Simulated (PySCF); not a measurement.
**BH2 (boron dihydride): levels of theory compared**

Aim: a comparison of 6 runs (U-r2SCAN/cc-pVDZ, U-wB97X-V/cc-pVDZ, UPBE0/cc-pVDZ, NEVPT2(5,6)/cc-pVDZ, UCISD/cc-pVDZ, UCCSD(T)/cc-pVDZ) of BH2 (boron dihydride). Input form: a Python script.

The results are computed with PySCF 2.14.0.

4 further runs of the same task are left out: 4 set aside as unsound or not needed.

## Step 1: Starting point

The species is BH2 (3 atoms), meant as a doublet with charge 0. SMILES: `[BH2]`. The B1–H2 distance was set to 2.087 Å, away from the relaxed value. At this shape a bond of the SMILES string is far longer than usual.

Bond lengths: B1–H3 1.159 Å.

## Step 2: A single-point energy at U-r2SCAN/cc-pVDZ (run 1)

run.py

```python
from pyscf import gto, dft

molecule = gto.M(
    atom=[
    ('B', (0.249095, -1.087507, 0.022764)),
    ('H', (0.280020, 0.985320, 0.260980)),
    ('H', (-0.556605, -1.740367, -0.495506)),
],
    basis='cc-pvdz',
    spin=1,
    max_memory=1860,
    verbose=3,
)

calc0 = dft.UKS(molecule)
calc0.xc = 'r2scan'
calc0.conv_tol = 1e-10
calc0.grids.level = 5
calc0.kernel()
if not calc0.converged:
    calc0 = calc0.newton().run(calc0.mo_coeff, calc0.mo_occ)

e_tot = calc0.e_tot
print('E(%s) = %.9f' % ('R2SCAN', e_tot))
```

Started as:

```
$ OMP_NUM_THREADS=1 python run.py
```

Standard output:

```text
converged SCF energy = -25.8047956346952  <S^2> = 0.80435347  2S+1 = 2.0536343
E(R2SCAN) = -25.804795635
```

Wall time 4.8 s (1 thread of Arm Neoverse V1, shared host); peak memory 0.21 GiB.

## Step 3: A single-point energy at U-wB97X-V/cc-pVDZ (run 2)

input.py

```python
from pyscf import gto, dft

system = gto.M(
    atom=[
    ('B', (0.249095, -1.087507, 0.022764)),
    ('H', (0.280020, 0.985320, 0.260980)),
    ('H', (-0.556605, -1.740367, -0.495506)),
],
    verbose=4,
    max_memory=1860,
    basis='cc-pvdz',
    spin=1,
)

mf = dft.UKS(system)
mf.xc = 'wb97x-v'
mf.grids.level = 5
mf.conv_tol = 1e-10
mf.nlcgrids.level = 1
mf.kernel()
if not mf.converged:
    mf = mf.newton().run(mf.mo_coeff, mf.mo_occ)

energy = mf.e_tot
print('E(%s) = %.9f' % ('WB97X-V', energy))
```

Started as:

```
$ OMP_NUM_THREADS=1 python input.py
```

Standard output:

```text
PySCF version 2.14.0

[... 120 lines left out ...]
converged SCF energy = -25.8124405086704  <S^2> = 0.80924391  2S+1 = 2.0583915
E(WB97X-V) = -25.812440509
```

Wall time 9.6 s (1 thread of Arm Neoverse V1, shared host); peak memory 0.19 GiB.

Runs 3 to 4 aren't shown in full; the table further down has their settings and results.

## Step 4: The energy at UCISD/cc-pVDZ (run 5)

run.py

```python
from pyscf import gto, ci

mol = gto.M(
    atom='''
B      0.470721    -2.055090     0.043018
H      0.529161     1.861985     0.493181
H     -1.051831    -3.288817    -0.936371
''',
    spin=1,
    max_memory=1860,
    basis='cc-pvdz',
    verbose=3,
    unit='bohr',
)

calc0 = mol.UHF()
calc0.conv_tol = 1e-10
calc0.kernel()
if not calc0.converged:
    calc0 = calc0.newton().run(calc0.mo_coeff, calc0.mo_occ)

cisd = ci.CISD(calc0, frozen=1)
cisd.kernel()
e_final = cisd.e_tot
print(f'total energy: {e_final:.8f} hartree')
```

Started as:

```
$ OMP_NUM_THREADS=1 python run.py
```

Standard output:

```text
converged SCF energy = -25.648437586729  <S^2> = 1.0545434  2S+1 = 2.2843322
E(UCISD) = -25.73327325375292  E_corr = -0.08483566702389253
total energy: -25.73327325 hartree
```

It took 0.93 s on 1 thread of Arm Neoverse V1, shared host; peak memory 0.13 GiB.

## Step 5: The energy at UCCSD(T)/cc-pVDZ (run 6)

input.py

```python
from pyscf import gto, cc

mol = gto.M(
    atom='''
B    0.249095  -1.087507   0.022764
H    0.280020   0.985320   0.260980
H   -0.556605  -1.740367  -0.495506
''',
    spin=1,
    max_memory=1860,
    verbose=4,
    basis='cc-pvdz',
)

hf = mol.UHF()
hf.conv_tol = 1e-10
hf.kernel()
if not hf.converged:
    hf = hf.newton().run(hf.mo_coeff, hf.mo_occ)

mycc = cc.CCSD(hf, frozen=1)
mycc.kernel()
e_t = mycc.ccsd_t()
e_final = mycc.e_tot + e_t
print('E = %.10f Eh' % e_final)
```

Started as:

```
$ OMP_NUM_THREADS=1 python input.py
```

Standard output:

```text
PySCF version 2.14.0

[... 99 lines left out ...]
converged SCF energy = -25.6484375704393  <S^2> = 1.0545435  2S+1 = 2.2843323
[... 12 lines left out ...]
Init t2, MP2 energy = -0.055871879065586
[... 21 lines left out ...]
UCCSD converged
[... 2 lines left out ...]
E = -25.7407957456 Eh
```

Run time: 1.1 s. Hardware: 1 thread of Arm Neoverse V1, shared host; peak memory 0.13 GiB.

## Step 6: All runs side by side

| run | level | nlc grid | integration grid | energy (Eh) | dipole moment (D) of the reference | HOMO energy (eV) | LUMO energy (eV) | wall time |
| --- | --- | --- | --- | --- | --- | --- | --- | --- |
| 1 | U-r2SCAN/cc-pVDZ | – | 5 | -25.804796 | 1.46 | -5.87 | -3.38 | 4.8 s |
| 2 | U-wB97X-V/cc-pVDZ | 1 | 5 | -25.812441 | 1.55 | -8.86 | -0.42 | 9.6 s |
| 3 | UPBE0/cc-pVDZ | – | 5 | -25.781625 | 1.45 | -6.66 | -2.62 | 2.6 s |
| 4 | NEVPT2(5,6)/cc-pVDZ | – | – | -25.729159 | 1.83 | – | – | 1.8 s |
| 5 | UCISD/cc-pVDZ | – | – | -25.733273 | 1.46 | -10.07 | 1.38 | 0.93 s |
| 6 | UCCSD(T)/cc-pVDZ | – | – | -25.740796 | 1.46 | -10.07 | 1.38 | 1.1 s |

## Step 7: What came out

```
                                                         quantity         value
                                              run 6: total energy  -25.74080 Eh
                      run 6: dipole moment (Hartree–Fock density)        1.46 D
run 6: HOMO energy (Hartree–Fock orbitals) (highest over α and β)     -10.07 eV
 run 6: LUMO energy (Hartree–Fock orbitals) (lowest over α and β)       1.38 eV
                run 6: correlation energy (1 core orbital frozen)     -92.4 mEh
                                            run 6: (T) correction     -2.25 mEh
                         run 6: ⟨S²⟩ of the reference determinant         1.055
                                             run 6: T1 diagnostic         0.084
```

Over runs 1, 2, 3 the dipole moment (its size) runs from 1.45 D (UPBE0/cc-pVDZ) to 1.55 D (U-wB97X-V/cc-pVDZ). Totals of different functionals can't be ranked against each other. Spin contamination of the reference: run 6 ⟨S²⟩ = 1.05, run 5 ⟨S²⟩ = 1.05. All runs together took 21 s, the longest 9.6 s.
